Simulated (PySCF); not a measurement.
# Al: ionisation energy

Al [Ne] 3s2 3p1 [3p1/2^1, M_J = 1/2] → Al⁺ [Ne] 3s2, as a difference of total energies. Computed with PySCF 2.14 in x2c-TZVPall-2c with one added diffuse shell each of s, p type (6s7p2d1f, 44 functions), with the two-component X2C-1e Hamiltonian. Correlated levels: [Ne] frozen; the 6 highest virtual spinors dropped. "Screened" scales the spin-orbit matrix elements by Boettger's factors to mimic the two-electron term; Breit and QED terms are absent.

```tsv
method	ionisation energy (eV)
GHF (spin-free)	5.627
GMP2 (spin-free)	5.797
GHF (screened spin-orbit)	5.636
GMP2 (screened spin-orbit)	5.805
```

Problem. How much does correlation contribute at GMP2 (screened spin-orbit)?

Solution. 5.805 − (5.636) = 0.169 eV, measured against GHF (screened spin-orbit).

Errors of the correlated levels include the incompleteness of this basis and the frozen core.

For comparison: 5.986 eV (measured; NIST Atomic Spectra Database, ionization energies).
